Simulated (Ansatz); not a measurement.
System: rock-salt ZrC. Method: BLYP (plane waves, PAW; Ansatz, an electronic-structure program).

Numerical settings: plane-wave cutoff 520 eV, 24×24×24 k mesh, Fermi–Dirac smearing 0.056 eV (set by the program), scalar-relativistic PAW data made under PBE.

Cell (relaxed at this level):

```xyz
2
Lattice="0.0000 2.3804 2.3804 2.3804 0.0000 2.3804 2.3804 2.3804 0.0000" Properties=species:S:1:pos:R:3 pbc="T T T"
Zr     0.0000     0.0000     0.0000
C      2.3804     2.3804     2.3804
```

**Question.** Give the computed Young modulus, elastic constant C11, Poisson ratio, elastic constant C12, Voigt–Reuss–Hill bulk modulus and elastic constant C44.

**Answer.** 
- Young modulus: 365 GPa
- elastic constant C11: 411 GPa
- Poisson ratio: 0.205
- elastic constant C12: 104 GPa
- Voigt–Reuss–Hill bulk modulus: 207 GPa
- elastic constant C44: 150 GPa

Measured, for comparison: elastic constant C11 470 GPa, elastic constant C12 100 GPa, elastic constant C44 160 GPa (temperature not stated, not corrected to a static lattice; as tabulated in Wu et al. (2005), arXiv:cond-mat/0412374). Computed (rounded) less measured: elastic constant C11 -13 %, elastic constant C12 +4 %, elastic constant C44 -6 %. A static lattice is as a rule a little smaller and stiffer than an uncorrected measurement, which narrows the difference in the elastic constant C12 and would widen misses of the other sign.

Elastic constants are with the ions relaxed.

The computed numbers hold no vibrational or temperature effects.
